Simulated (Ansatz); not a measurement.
Cost and result up the ladder for BH2Et (C2H7B) (10 atoms). The state is a singlet with charge 0. Geometry: PBE-D4/def2-TZVP.

```xyz
10

B    -0.5020   -0.0324    1.2879
H    -0.7876   -1.1270    1.7044
H    -0.0168    0.7620    2.0540
C    -0.6204    0.2951   -0.2280
C     0.7586   -0.1632   -0.7921
H    -0.7481    1.3661   -0.4462
H    -1.4127   -0.2652   -0.7471
H     0.8074    0.0232   -1.8746
H     1.5936    0.3801   -0.3250
H     0.9281   -1.2386   -0.6334
```

Ansatz on 4 threads of Intel Xeon on a shared host. Times are rough, and most runs start from the orbitals of an earlier one. r2SCAN0-D4/def2-TZVP serves as the yardstick here, not as an exact answer. Differences are given only for rows in sets of like size (and for xTB, whose basis is part of the method), since another set adds its own error. Binding counts from free atoms at the same level (B doublet, H doublet, C triplet; other spins of the atoms weren't run), without zero-point energy or a counterpoise term.

HSE06 is defined as in plane-wave codes, on full-range PBE exchange. Correlated methods freeze 3 core orbitals.

Correlated methods converge slowly with the basis.

| level | functions | binding energy per atom (eV) | difference from r2SCAN0-D4/def2-TZVP (eV) |
| --- | --- | --- | --- |
| PBE0-D4/def2-TZVP | 135 | 3.83 | 0.03 |
| r2SCAN0-D4/def2-TZVP | 135 | 3.80 | 0.00 |
| MP2/def2-TZVP | 135 | 3.70 | -0.10 |
| BLYP-D4/def2-TZVP | 135 | 3.80 | -0.01 |
| HSE06-D4/def2-TZVP | 135 | 3.83 | 0.03 |
| PBE0-D4/def2-SVP | 77 | 3.86 | – |
| LDA (SPW92)/def2-TZVP | 135 | 4.26 | 0.46 |
| r2SCAN-D4/def2-TZVPD | 174 | 3.82 | 0.02 |
| PBE0-D4/def2-TZVPD | 174 | 3.83 | 0.03 |
| B97M-V/def2-TZVP | 135 | 3.82 | 0.02 |
| HF/6-31G | 41 | 2.90 | – |
| CCSD(T)/def2-TZVPP | 191 | 3.74 | -0.06 |
| PBE-D4/def2-TZVP (with forces) | 135 | 3.86 | 0.05 |
| BHLYP-D4/def2-TZVP | 135 | 3.76 | -0.04 |

Q: Estimate how long each takes.

A: HF/6-31G 0.3 s; PBE0-D4/def2-SVP 0.8 s; LDA (SPW92)/def2-TZVP 0.91 s; MP2/def2-TZVP 1.3 s; BLYP-D4/def2-TZVP 1.4 s; PBE0-D4/def2-TZVP 1.5 s; PBE-D4/def2-TZVP (with forces) 1.5 s; BHLYP-D4/def2-TZVP 1.7 s; HSE06-D4/def2-TZVP 1.9 s; PBE0-D4/def2-TZVPD 2.1 s; r2SCAN0-D4/def2-TZVP 2.4 s; r2SCAN-D4/def2-TZVPD 2.9 s; B97M-V/def2-TZVP 4.6 s; CCSD(T)/def2-TZVPP 23 s. On shared hardware such times vary by a factor of up to 3.
